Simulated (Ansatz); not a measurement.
**Which is lower?**

Two isomers of BSiH₃Cl, doublet, relaxed at PBE0-D4/def2-TZVP (vibrations not checked).

A:

```
atom    x (Å)    y (Å)    z (Å)
 Si1   0.6994  -0.3174   0.4958
  B2  -0.7240   0.4547  -0.5073
 Cl3   1.0364  -2.3222   0.6471
  H4  -1.4948  -0.2318  -1.1028
  H5  -0.7970   1.6472  -0.5042
  H6   1.7426   0.3700   1.2904
```

B:

Si1  (-0.503, 0.737, -0.368)
B2  (0.405, -0.964, 0.144)
Cl3  (1.049, -2.270, -0.748)
H4  (-0.679, 0.970, -1.831)
H5  (-1.841, 0.728, 0.283)
H6  (0.299, 1.850, 0.206)
(Å)

Ansatz 0.2.0; basis: def2-TZVPP; cores frozen in the correlated methods; orbitals are unrestricted. B3LYP uses VWN-RPA correlation.

(1) Which structure is lower at CCSD(T), and by how much? (To be estimated.)

No T1 diagnostic of these runs exceeds 0.017. ⟨S²⟩ of the unrestricted Hartree–Fock references: 0.76 (a pure state has 0.75).

## Answers

(1) The calculation gives: A, by 80.4 kJ/mol (electronic energy, against the other). By their contacts, A is BSiH₃Cl ([BH2][SiH][Cl]) and B is BSiH₃Cl ([SiH3][B][Cl]).

All methods give the same order:

| method | E(B) − E(A) (kJ/mol) |
| --- | --- |
| PBE-D4 | 92.2 |
| r2SCAN-D4 | 87.5 |
| PBE0-D4 | 89.9 |
| B3LYP-D4 | 89.5 |
| wB97M-V | 93.4 |
| HF | 63.7 |
| MP2 | 85.3 |
| CCSD | 79.6 |
| CCSD(T) | 80.4 |

Labels in which every atom is bracketed show which atoms are joined, not bond orders.
